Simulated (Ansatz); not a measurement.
**BSiNH (sextet): wave-function methods side by side, cc-pVDZ**

An exercise on one series of results from a longer session: the logs are not shown, and one member is left open.

Computed with Ansatz 0.2.0, Gaussian basis. Level: cc-pVDZ, core rule «outside noble gas», up to 7 orbitals frozen.

To be run: UHF; CCSD(T) on ROHF; CCSD(T) on UHF; BCCD(T) on ROHF; CISD; CCSDT(Q) on ROHF; CCSDT(Q) on UHF; CASSCF and MRCISD+Q, 13 electrons in 11 orbitals; CASSCF and NEVPT2, 13 electrons in 11 orbitals.

23 further runs of the same task are left out: 12 that didn't finish, 11 set aside as unsound or not needed.

### The geometry

The geometry is a PBE0/def2-TZVP stationary point (not a proven minimum) of the parent state, kept for this charge and spin.

4 atoms, charge 0, spin multiplicity 6.

Atoms are counted from 1 here; the program's logs count them from 0.

Bond lengths: N1–B2 1.323 Å, B2–Si3 1.932 Å, Si3–H4 1.485 Å. Angles: N1–B2–Si3 176.5°, B2–Si3–H4 121.5°.

Set-up of the first run:

Input file in.yaml:

```yaml
crystal:
  periodic: [false, false, false]
  atoms:
    - {symbol: N, position_ang: [0.000000, 0.051693, 2.035342]}
    - {symbol: B, position_ang: [0.000000, 0.044493, 0.712376]}
    - {symbol: Si, position_ang: [0.000000, -0.083412, -1.214889]}
    - {symbol: H, position_ang: [0.000000, 1.128664, -2.072682]}
basis:
  gaussian: {orbitals: cc-pVDZ}
magnetization: {spin_polarized: true, initial_magnetization: 5}
hamiltonian: {xc: hf}
output: {orbitals: {seedname: orbitals}}
```

The run is started by

```sh
ansatz run in.yaml --threads 1 --pin off --events-out ev --progress --plain --max-ram 2393MiB
```

Among the steps run: UHF; CCSD(T) on ROHF; CCSD(T) on UHF; BCCD(T) on ROHF; CISD; CCSDT(Q) on ROHF; CCSDT(Q) on UHF; CASSCF and MRCISD+Q, 13 electrons in 11 orbitals; CASSCF and NEVPT2, 13 electrons in 11 orbitals.

One table of the session follows, with a row left open; its other results are not shown here.

| method | from UCCSDT(Q) (kJ/mol) |
| --- | --- |
| ROHF | +691.4 |
| UHF | +668.4 |
| RMP2 | +134.2 |
| UMP2 | ? |
| CISD | +72.4 |
| RCCSD | +22.7 |
| UCCSD | +22.2 |
| RCCSD(T) | +5.3 |
| UCCSD(T) | +5.1 |
| BCCD(T) | +5.2 |
| RCCSDT | +1.2 |
| UCCSDT | +1.0 |
| RCCSDT(Q) | +0.2 |
| UCCSDT(Q) | 0 |

**Question.** Estimate the row for UMP2.

As computed: from UCCSDT(Q) (kJ/mol): +136.2. In the column «from UCCSDT(Q) (kJ/mol)» it lies between RMP2 (+134.2) and UHF (+668.4).

Left out of the table: CASSCF frontier, NEVPT2 frontier, MRCISD frontier, MRCISD+Q frontier (the active space lost an orbital or holds another state than full CI finds).

To keep in mind: Restricted and unrestricted rows rest on different reference determinants; where their highest levels disagree by more than a few hundredths of an eV, they describe different states and don't form one ladder. Warnings in the runs' records: passed over end.
